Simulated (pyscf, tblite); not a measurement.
H₂Si=PH + H• → [HSi=PH]• + H₂: energy along the mass-weighted descent from the GFN2-xTB with spin polarisation saddle (tblite), relative to the relaxed reactant side, a complex of the molecules.

```
s (amu^1/2 bohr) | E (kcal/mol)
    -1.06 | # 0.2
   -0.960 | # 0.3
   -0.720 | #### 0.8
   -0.360 | ################# 3.0
    0.000 | ############################## 5.4
    0.480 | ################### 3.5
    0.840 | ################ 2.9
     1.20 | ############## 2.6
     1.56 | ############# 2.3
     1.92 | ############ 2.1
     2.28 | ########### 2.0
     2.64 | ########## 1.9
     3.00 | ########## 1.8
     3.36 | ######### 1.7
     3.72 | ######### 1.7
     4.08 | ######### 1.6
     4.26 | ####### 1.3
     4.32 | ####### 1.2
     4.38 | ####### 1.2
     4.42 | ###### 1.2
     4.46 | ###### 1.1
```

### Question
The GFN2-xTB with spin polarisation barrier from the reactant side is 5.4 kcal/mol. What does ωB97X-D3(BJ) (PySCF) give from its own reactant-side minimum, in def2-SVP and in def2-TZVP?

### Answer
3.6 kcal/mol in the double-zeta basis after reoptimising the saddle, and 4.0 kcal/mol in the triple-zeta single point, so the tight-binding barrier lies 1.4 kcal/mol over the latter. The imaginary mode goes from 1371i to 895i cm⁻¹.
